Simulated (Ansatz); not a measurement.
Total energies of SiEtH3 (C2H8Si) from Ansatz at PBE-D4/def2-TZVP, gas phase (1 Eh = 27.2114 eV = 2625.5 kJ/mol). The reference geometry is relaxed at r2SCAN-D4/def2-TZVP.

```tsv
state	geometry	energy (Eh)
charge 0 singlet	reference	-370.27956
charge 1 doublet	reference	-369.89486
free Si atom (triplet)	–	-289.22285
free C atom (triplet)	–	-37.79597
free H atom (doublet)	–	-0.49962
```

(1) Work out the vertical ionisation energy to the doublet.

(2) What is the binding energy per atom against free atoms?

(1) E(charge 1 doublet) − E(charge 0 singlet) = -369.89486 − (-370.27956) = 0.38470 Eh = 10.47 eV. For comparison, −ε of the highest occupied level is 7.25 eV at this level, 3.22 eV less.

(2) Atoms: 1 × (-289.22285) + 2 × (-37.79597) + 8 × (-0.49962) = -368.81175 Eh. Binding: -368.81175 − (-370.27956) = 1.46781 Eh = 39.94 eV, or 3.63 eV for each of 11 atoms (no zero-point energy, no counterpoise term).
